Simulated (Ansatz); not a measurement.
A made-up structure of SiH2Cl, doublet:

```xyz
4
angstrom
Si -0.1963 0.0314 -0.0707
Cl 1.7758 -0.0104 0.9710
H -1.2473 -1.0100 0.3759
H -0.3322 0.9889 -1.2762
```

It is relaxed with PBE-D4/def2-SVP and then PBE0-D4/def2-TZVP (Ansatz 0.2.0). Atoms count as bonded within 1.22 times the sum of their covalent radii (H–H: 0.88 Å). The end point is not checked to be a true minimum.

Problem. Does its bonding change? (Judge from chemistry; the calculation decides.)

Solution. The calculation gives: No: no bond forms or breaks.

Where it ends: The first stage lowers the energy by 0.65 eV in 7 steps. It ends as SiH₂Cl ([SiH2][Cl]):
Si1  (-0.303, 0.278, 0.168)
Cl2  (1.615, -0.067, 0.813)
H3  (-1.065, -0.997, 0.247)
H4  (-0.248, 0.787, -1.228)
(Å)

Labels in which every atom is bracketed show which atoms are joined, not bond orders.

For scale, one of the runs: PBE0-D4/def2-TZVP relaxation, 86 basis functions, launched by `ansatz run in.yaml --threads 2 --pin off --events-out ev --progress --plain --max-ram 4352MiB`. The run took about 7 s on 2 CPU threads of an Arm Neoverse V1 (shared host).
